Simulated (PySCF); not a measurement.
# C3H2O3 (vinylene carbonate): the cost of one run

The runs use PySCF 2.14.0, with density-fitted response routines of our own; the level of theory stands in each step. All values are computed, except where a source is named. Atoms count from 0, in the outputs and in this text.

**1. The starting structure**

8 atoms, charge 0, multiplicity 1; geometry from: MMFF94s. The atoms were then displaced at random by about 0.03 Å, so the start is not that level's minimum.

Bonds of the start (Å): O0–C1 1.31, C1–O2 1.42, O2–C3 1.21, C3–C4 1.34, C4–O5 1.36, O5–C1 1.37, C3–H6 1.12, C4–H7 1.01.

**2. Geometry optimisation at PBE0-D3(BJ)/def2-SVP**

What the job is given:

```
{"job": {"xc": "PBE0", "basis": "def2-SVP", "d3": "d3bj", "grid": 1, "shake": 0.03, "kind": "geom"}, "charge": 0, "multiplicity": 1}
O      2.500270    -0.088400     0.451410
C      1.214940    -0.019500     0.224830
O      0.484980     1.115980    -0.231740
C     -0.627420     0.640380    -0.294790
C     -0.801090    -0.646340     0.030080
O      0.416770    -1.113150     0.405020
H     -1.466050     1.306210    -0.606820
H     -1.584170    -1.280840     0.093790
```

Command:

```bash
OMP_NUM_THREADS=1 python probes_run.py task.json out
```

This one command runs all jobs of the session in turn.

Q: Estimate the wall time and peak memory of this first job on 1 thread of Arm Neoverse V2, shared host.

About 32 s, with a peak of 0.37 GiB.
